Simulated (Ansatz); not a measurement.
`F[CH]OCF` radical, relaxed with UKS PBE-D4/def2-SVP in Ansatz from a rough embedded geometry. The force threshold is 0.03 eV/Å; the program also tests the step.

Total charge 0; spin multiplicity 2.

Start:

```xyz
8

F    -0.235    1.287    1.315
C    -0.279    1.278   -0.068
O    -0.181    0.155   -0.848
C     0.282   -0.933   -0.063
F     0.359   -2.018   -0.900
H    -0.600    2.204   -0.542
H     1.194   -0.781    0.456
H    -0.541   -1.192    0.649
```

```
        step  energy (eV)  largest force (eV/Å)  largest move (Å)
           1   -9583.6584                 3.234             0.000
           2   -9584.0726                 1.269             0.195
           3   -9584.1549                 0.528             0.095
4 (rejected)   -9584.1344                 1.077             0.080
           5   -9584.1728                 0.076             0.039
           6   -9584.1780                 0.068             0.045
           7   -9584.1805                 0.055             0.042
           8   -9584.1815                 0.027             0.023
           9   -9584.1834                 0.128             0.088
          10   -9584.1857                 0.123             0.045
          11   -9584.1884                 0.367             0.188
          12   -9584.1963                 0.215             0.031
          13   -9584.2132                 0.311             0.190
          14   -9584.2337                 0.304             0.163
          15   -9584.2411                 0.405             0.105
          16   -9584.2541                 0.241             0.072
          17   -9584.2624                 0.091             0.085
          18   -9584.2642                 0.148             0.072
          19   -9584.2662                 0.050             0.040
          20   -9584.2668                 0.056             0.042
          21   -9584.2671                 0.007             0.030
```

End:

```xyz
8

F     0.459    1.622    0.928
C    -0.122    1.295   -0.252
O    -0.713    0.069   -0.268
C     0.104   -1.032    0.054
F     0.858   -1.407   -1.026
H    -0.781    2.087   -0.654
H     0.786   -0.781    0.896
H    -0.591   -1.854    0.323
```

It took 25 s on 4 threads of an Arm Neoverse V2 on a shared host, with 0.14 GiB of host memory at the peak.
